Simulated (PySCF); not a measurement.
Vibration and rotation of Na2

RHF-CCSD(T) constants of Na2, ¹Σg⁺ (singlet), closed shell (PySCF, spin-free X2C with a Gaussian nucleus, basis sets Na x2c-SVPall; masses 22.9898 and 22.9898 u):

- ωe: 150.5 cm⁻¹
- ωexe: 0.682 cm⁻¹
- Be: 0.14192 cm⁻¹
- αe: 0.000697 cm⁻¹
- D (centrifugal): 5.05e-07 cm⁻¹
- De to Na + Na: 0.69 eV

Task: Give the vibrational terms G(v) and spacings up to v = 3.

Result: G(v) = ωe(v+½) − ωexe(v+½)².

| v | G(v) (cm⁻¹) | G(v) − G(v−1) | Bv (cm⁻¹) |
| --- | --- | --- | --- |
| 0 | 75 |  | 0.1416 |
| 1 | 224 | 149 | 0.1409 |
| 2 | 372 | 148 | 0.1402 |
| 3 | 518 | 146 | 0.1395 |

Task: How well does the Morse estimate ωe²/(4ωexe) reproduce De, and what is D0?

Result: It gives 1.03 eV, 149 % of the computed De. D0 = De − G(0) = 0.69 − 0.01 = 0.68 eV.

Correlated steps freeze 2 core orbitals. Correlated levels converge slowly with the basis: in double zeta they bind strong bonds too weakly, by up to about 1 eV, and carry superposition errors of some tenths. Where the molecule has an RHF reference, its open-shell atoms are computed with UHF.
